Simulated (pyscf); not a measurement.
F–B(F)–F (SMILES FB(F)F) + H₂O (SMILES O) -> HF (SMILES F) + HO–B(F)–F (SMILES OB(F)F), a four-centre exchange (singlet surface; B–F, H–O broken, F–H, B–O formed). PySCF, gas phase, ωB97X-D3(BJ)/def2-SVP geometries. MP2 and CC: frozen core, UHF for open shells. ΔMP2 is the change of the MP2 total energy from the triple- to the quadruple-zeta basis. Energies in kJ/mol from the separated reactants.

Small-basis levels: PySCF, no dispersion term, spherical d functions. AM1 to PM7: differences of heats of formation from MOPAC. Cost: rough CPU time at the saddle relative to B3LYP/6-31G*, from one job on a shared machine.

```
level                             barrier  reaction energy        cost
--------------------------------  -------  ---------------  ----------
HF/6-31G*                           112.6            +29.0         0.1
BP86/6-31G*                          29.6            +35.2           1
B3LYP/def2-SVP                       36.6            +15.5           1
AM1                                 192.1             -1.7  under 0.02
PM3                                  89.5             +5.1  under 0.02
PM6                                  66.3            +16.4  under 0.02
PM7                                 131.4            +43.2  under 0.02
CCSD(T)/def2-TZVPP + ΔMP2(QZVPP)     75.1             +9.7           –
```

Against the last row the barrier runs from -45.5 (BP86/6-31G*) to +117.0 kJ/mol (AM1); PM6 happens to lie closest here (8.7 kJ/mol apart). At BP86/6-31G* this geometry lies under one side, so the entry may be no barrier of that level: it is a single point on another level's saddle. CCSD(T)/def2-TZVPP + ΔMP2(QZVPP) has limits of its own. On the reactant side the descent ends in an adduct with a B–O contact, 43.0 kJ/mol under the separated species and 108.2 kJ/mol under the saddle at ωB97X-D3(BJ)/def2-TZVP. What is counted as formed (B–O) is already present as a longer contact in the reactant adduct; forming that adduct is a step of its own. At ωB97X-D3(BJ) the barrier from the zero used here is 65.2 kJ/mol. This is the saddle that the search found; another between the same sides may lie lower. The CCSD(T) − MP2 part came from Ansatz, without density fitting, on the same reference.
